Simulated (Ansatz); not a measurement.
# B₂HF (triplet): wave-function methods side by side at a displaced geometry (v1), cc-pVDZ

The task here is to estimate one member of a computed series from the others.

Method: cc-pVDZ, core rule «outside noble gas», up to 3 orbitals frozen; program: Ansatz 0.2.0, Gaussian basis.

To be run: UHF; CCSD(T) on ROHF; CCSD(T) on UHF; BCCD(T) on ROHF; CISD; CCSDT(Q) on ROHF; CCSDT(Q) on UHF.

28 further runs of the same task are left out: 12 that didn't finish, 16 set aside as unsound or not needed.

## What is computed

The geometry is a PBE0/def2-TZVP stationary point (not a proven minimum) with its atoms shifted at random (size 0.040 Å).

4 atoms, charge 0, spin multiplicity 3.

Atoms are counted from 1 here; the program's logs count them from 0.

Bond lengths: B1–B2 1.636 Å, B2–F3 1.340 Å, B2–H4 1.203 Å. Angles: B1–B2–F3 129.2°, B1–B2–H4 114.2°, F3–B2–H4 116.6°.

The first run:

The input, in.yaml:

```yaml
crystal:
  periodic: [false, false, false]
  atoms:
    - {symbol: B, position_ang: [-0.019946, -0.301029, 1.643510]}
    - {symbol: B, position_ang: [-0.020779, 0.413363, 0.171645]}
    - {symbol: F, position_ang: [0.027185, -0.149561, -1.043849]}
    - {symbol: H, position_ang: [-0.075592, 1.614148, 0.206184]}
basis:
  gaussian: {orbitals: cc-pVDZ}
magnetization: {spin_polarized: true, initial_magnetization: 2}
hamiltonian: {xc: hf}
output: {orbitals: {seedname: orbitals}}
```

On the command line:

```bash
$ ansatz run in.yaml --threads 1 --pin off --events-out ev --progress --plain --max-ram 2393MiB
```

Among the steps run: UHF; CCSD(T) on ROHF; CCSD(T) on UHF; BCCD(T) on ROHF; CISD; CCSDT(Q) on ROHF; CCSDT(Q) on UHF.

One table of the session follows, with a row left open; its other results are not shown here.

It belongs to the step «Misses and costs». 

```
   method  from UCCSDT(Q) (kJ/mol)
     ROHF                   +883.7
      UHF                   +879.5
     RMP2                    +95.0
     UMP2                    +94.2
     CISD                    +94.4
    RCCSD                    +25.2
    UCCSD                    +25.0
 RCCSD(T)                     +4.9
 UCCSD(T)                     +4.9
  BCCD(T)                        ?
   RCCSDT                     +1.7
   UCCSDT                     +1.7
RCCSDT(Q)                     +0.3
UCCSDT(Q)                        0
```

Estimate the missing values for BCCD(T).

The run gave: from UCCSDT(Q) (kJ/mol): +4.4. In the column «from UCCSDT(Q) (kJ/mol)» it lies between UCCSDT (+1.7) and RCCSD(T) (+4.9).

Caveats from the session: Restricted and unrestricted rows rest on different reference determinants; where their highest levels disagree by more than a few hundredths of an eV, they describe different states and don't form one ladder.
